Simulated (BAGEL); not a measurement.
# UHF/STO-3G (density fitting with qzvpp-jkfit) run of B2NH4 (SMILES B[N]B)

Aim: the vertical electron affinity of B2NH4 at UHF/STO-3G (density fitting with qzvpp-jkfit), from 2 runs. 

Program for the calculation: BAGEL 1.2.2.

3 further runs of the same task are left out: 3 set aside as unsound or not needed.

**1. The molecule**

B2NH4 has 7 atoms, charge 0, and is taken as a doublet. SMILES: `B[N]B`. The coordinates come from a PBE0-D4/def2-TZVP relaxation.

Bond lengths: B1–N2 1.364 Å, N2–B3 1.364 Å, B1–H4 1.203 Å, B1–H5 1.203 Å, B3–H6 1.203 Å, B3–H7 1.203 Å. Angles: B1–N2–B3 179.5°, N2–B1–H4 120.0°, N2–B1–H5 119.8°, N2–B3–H6 119.8°, N2–B3–H7 120.0°, H4–B1–H5 120.2°, H6–B3–H7 120.2°.

**2. A single-point energy at UHF/STO-3G (density fitting with qzvpp-jkfit)**

The input, input.json:

```json
{ "bagel" : [

{
  "title" : "molecule",
  "basis" : "sto-3g",
  "df_basis" : "qzvpp-jkfit",
  "angstrom" : true,
  "geometry" : [
    { "atom" : "B", "xyz" : [      -1.116900,       0.208400,      -0.746200 ] },
    { "atom" : "N", "xyz" : [       0.009000,      -0.016800,      -0.009000 ] },
    { "atom" : "B", "xyz" : [       1.134500,      -0.230000,       0.732300 ] },
    { "atom" : "H", "xyz" : [      -1.409700,      -0.541000,      -1.640600 ] },
    { "atom" : "H", "xyz" : [      -1.814200,       1.157300,      -0.499400 ] },
    { "atom" : "H", "xyz" : [       1.422300,       0.533400,       1.616700 ] },
    { "atom" : "H", "xyz" : [       1.836300,      -1.179100,       0.500500 ] }
  ]
},

{ "title" : "uhf", "nopen" : 1 },

{ "title" : "print", "file" : "orbitals.molden", "orbitals" : true }

]}
```

Command:

```sh
$ BAGEL_NUM_THREADS=1 BAGEL input.json > input.out
```

The log of the run:

```text
* using 1 threads per process

  ===============================================================
  ===============================================================

  *** Geometry ***

  { "atom" : "B", "xyz" : [     -2.110635,      0.393819,     -1.410114 ] },
  { "atom" : "N", "xyz" : [      0.017008,     -0.031747,     -0.017008 ] },
  { "atom" : "B", "xyz" : [      2.143894,     -0.434637,      1.383846 ] },
  { "atom" : "H", "xyz" : [     -2.663947,     -1.022342,     -3.100285 ] },
  { "atom" : "H", "xyz" : [     -3.428341,      2.186980,     -0.943729 ] },
  { "atom" : "H", "xyz" : [      2.687757,      1.007980,      3.055120 ] },
  { "atom" : "H", "xyz" : [      3.470104,     -2.228176,      0.945808 ] },

  Number of auxiliary basis functions:      299

  Since a DF basis is specified, we compute 2- and 3-index integrals:
    o Being stored without compression. Storage requirement is 0.001 GB

  Number of basis functions:       19
  Number of electrons      :       21

    * METHOD: MOLECULE                             0.05

  *** Open-shell HF ***

  === Nuclear Repulsion ===
    51.5036701533

      * DIIS with orbital gradients will be used.

  === UHF iteration (sto-3g) ===
      0       -104.74421514          0.04121219           0.00
      1       -104.81240995          0.01598334           0.00
      2       -104.82396806          0.00645790           0.00
      3       -104.82596991          0.00256832           0.00
      4       -104.82667016          0.00031383           0.00
      5       -104.82672671          0.00005815           0.00
      6       -104.82673906          0.00001261           0.00
      7       -104.82674177          0.00001086           0.00
      8       -104.82674522          0.00000344           0.00
      9       -104.82674526          0.00000059           0.00
     10       -104.82674528          0.00000034           0.00
     11       -104.82674527          0.00000033           0.00
     12       -104.82674528          0.00000022           0.00
     13       -104.82674528          0.00000002           0.00
     14       -104.82674528          0.00000000           0.00
    * SCF iteration converged.

    * S^2 (UHF) is 0.7683

    * Permanent dipole moment:
           (   -0.000208,     0.000939,     0.000772) a.u.

    * METHOD: UHF                                  0.10

    * METHOD: PRINT                                0.00

  ===============================================================
```

It took 0.42 s on 1 thread of Intel Xeon Platinum 8488C (Sapphire Rapids), shared host; peak memory 0.08 GiB.

**3. The singlet anion**

The input, input.json:

```json
{ "bagel": [

{
  "title": "molecule",
  "basis": "sto-3g",
  "df_basis": "qzvpp-jkfit",
  "angstrom": true,
  "geometry": [
    { "atom": "B", "xyz": [   -1.116900,    0.208400,   -0.746200 ] },
    { "atom": "N", "xyz": [    0.009000,   -0.016800,   -0.009000 ] },
    { "atom": "B", "xyz": [    1.134500,   -0.230000,    0.732300 ] },
    { "atom": "H", "xyz": [   -1.409700,   -0.541000,   -1.640600 ] },
    { "atom": "H", "xyz": [   -1.814200,    1.157300,   -0.499400 ] },
    { "atom": "H", "xyz": [    1.422300,    0.533400,    1.616700 ] },
    { "atom": "H", "xyz": [    1.836300,   -1.179100,    0.500500 ] }
  ]
},
{ "title": "hf", "charge": -1 },
{ "title": "print", "file": "orbitals.molden", "orbitals": true }

]}
```

Command:

```sh
$ BAGEL_NUM_THREADS=1 BAGEL input.json > input.out
```

The log of the run:

```text
* using 1 threads per process

  ===============================================================
  ===============================================================

  *** Geometry ***

  { "atom" : "B", "xyz" : [     -2.110635,      0.393819,     -1.410114 ] },
  { "atom" : "N", "xyz" : [      0.017008,     -0.031747,     -0.017008 ] },
  { "atom" : "B", "xyz" : [      2.143894,     -0.434637,      1.383846 ] },
  { "atom" : "H", "xyz" : [     -2.663947,     -1.022342,     -3.100285 ] },
  { "atom" : "H", "xyz" : [     -3.428341,      2.186980,     -0.943729 ] },
  { "atom" : "H", "xyz" : [      2.687757,      1.007980,      3.055120 ] },
  { "atom" : "H", "xyz" : [      3.470104,     -2.228176,      0.945808 ] },

  Number of auxiliary basis functions:      299

  Since a DF basis is specified, we compute 2- and 3-index integrals:
    o Being stored without compression. Storage requirement is 0.001 GB

  Number of basis functions:       19
  Number of electrons      :       21

    * METHOD: MOLECULE                             0.05

  *** RHF ***

  === Nuclear Repulsion ===
    51.5036701533

      * DIIS with orbital gradients will be used.

  === RHF iteration (sto-3g) ===
      0       -104.56003666          0.02964541           0.00
      1       -104.64809138          0.01301718           0.00
      2       -104.66695367          0.00196379           0.00
      3       -104.66766604          0.00031070           0.00
      4       -104.66768839          0.00006173           0.00
      5       -104.66768941          0.00001088           0.00
      6       -104.66768946          0.00000530           0.00
      7       -104.66768947          0.00000334           0.00
      8       -104.66768948          0.00000031           0.00
      9       -104.66768948          0.00000008           0.00
     10       -104.66768948          0.00000002           0.00
     11       -104.66768948          0.00000001           0.00
    * SCF iteration converged.

    * Permanent dipole moment:
           (    0.000272,     0.000244,    -0.000047) a.u.

    * METHOD: HF                                   0.06

    * METHOD: PRINT                                0.00

  ===============================================================
```

Wall time 0.38 s (1 thread of Intel Xeon Platinum 8488C (Sapphire Rapids), shared host); peak memory 0.08 GiB.

**4. What came out**

At UHF/STO-3G (density fitting with qzvpp-jkfit):

| quantity | value |
| --- | --- |
| doublet B2NH4: total energy | -104.82675 Eh |
| doublet B2NH4: dipole moment | 0.00 D |
| doublet B2NH4: ⟨S²⟩ | 0.768 |
| singlet anion: total energy | -104.66769 Eh |
| singlet anion: HOMO energy | 2.12 eV |
| singlet anion: LUMO energy | 13.25 eV |
| singlet anion: HOMO–LUMO gap (to an unbound level, set by the basis) | 11.14 eV |
| vertical electron affinity (to the singlet anion) | -4.328 eV |

The anion lies 4.33 eV (418 kJ/mol) above the neutral: the electron isn't bound at this level, and such a value depends on the basis. Without diffuse functions anions come out too high. Hartree–Fock misses the correlation that binds many anions. In a minimal basis such a difference can be off by several eV, whatever the method. The HOMO (singlet anion) lies at positive energy, 2.12 eV: the electron is unbound at this level or held by a compact basis; values depend on the basis.
